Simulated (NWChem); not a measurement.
Atomisation of hydrogen cyanide (CHN)

```
C
N 1 1.1538
H 1 1.0796 2 180.00
```
Charge 0, spin multiplicity 1.

Program: NWChem. All single points use one geometry, from PBE0/def2-SVP, a minimum by its harmonic frequencies.

Basis set: def2-TZVP. The atomisation energy is electronic alone: no zero-point, thermal, spin-orbit or counterpoise terms. No value is extrapolated to the basis-set limit. Free atoms are single determinants with multiplicities C 3, N 4, H 2. Correlated methods freeze the same cores in atoms and molecule, 2 orbitals in all.

```json
[
 {"method": "BLYP", "atomisation energy (kcal/mol)": "319.9"},
 {"method": "CAM-B3LYP", "atomisation energy (kcal/mol)": "312.1"},
 {"method": "LDA (SVWN5)", "atomisation energy (kcal/mol)": "360.1"},
 {"method": "CCSD(T)", "atomisation energy (kcal/mol)": "300.2"},
 {"method": "MP2", "atomisation energy (kcal/mol)": "311.9"},
 {"method": "HF", "atomisation energy (kcal/mol)": "198.2"},
 {"method": "B3LYP", "atomisation energy (kcal/mol)": "312.7"},
 {"method": "BHandHLYP", "atomisation energy (kcal/mol)": "293.1"},
 {"method": "PBE0", "atomisation energy (kcal/mol)": "310.6"},
 {"method": "PBE", "atomisation energy (kcal/mol)": "325.9"}
]
```

The values span 161.9 kcal/mol, from HF (lowest) to LDA (SVWN5) (highest). 

B3LYP has NWChem's definition, with VWN1-RPA local correlation. No SCF solution was tested for a lower state. Open-shell Hartree-Fock references start from PBE0 orbitals. Coupled-cluster values serve here as a point of comparison, not as the truth.
